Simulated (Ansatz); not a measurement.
A made-up structure of C$_{2}$H$_{4}$B (charge -1), singlet:

```xyz
7
angstrom
B -1.0487 0.4236 -0.7711
C 0.0397 -0.0161 0.0292
C 1.0506 -0.4244 0.7726
H -2.1170 -0.1596 -0.7556
H -0.9441 1.3962 -1.4955
H 1.7954 -1.1515 0.4242
H 0.4250 0.9000 0.3978
```

It is relaxed with PBE-D4/def2-SVPD and then PBE0-D4/def2-TZVPD (Ansatz 0.2.0). Atoms count as bonded within 1.22 times the sum of their covalent radii (H–H: 0.88 Å). The end point is not checked to be a true minimum.

**Question.** Does its bonding change? (A judgement: the text doesn't fix the answer.)

**Answer.** By the calculation: Yes. Formed: B1–H7; broken: C2–H7.

Where it ends: The first stage lowers the energy by 3.06 eV in 15 steps. It ends as C₂H₄B ([BH3][C][CH]), total charge -1:
B1  (-0.897, 0.695, -0.461)
C2  (0.342, -0.185, -0.047)
C3  (1.299, -0.866, 0.273)
H4  (-1.914, 0.000, -0.491)
H5  (-0.710, 1.182, -1.578)
H6  (2.135, -1.463, 0.552)
H7  (-1.056, 1.605, 0.353)
(Å)

Labels in which every atom is bracketed show which atoms are joined, not bond orders.

For scale, one of the runs: PBE0-D4/def2-TZVPD relaxation, 147 basis functions, launched by `ansatz run in.yaml --threads 2 --pin off --events-out ev --progress --plain --max-ram 4352MiB`. Hardware: 2 CPU threads of an Arm Neoverse N1, shared host. Wall time about 18 s.
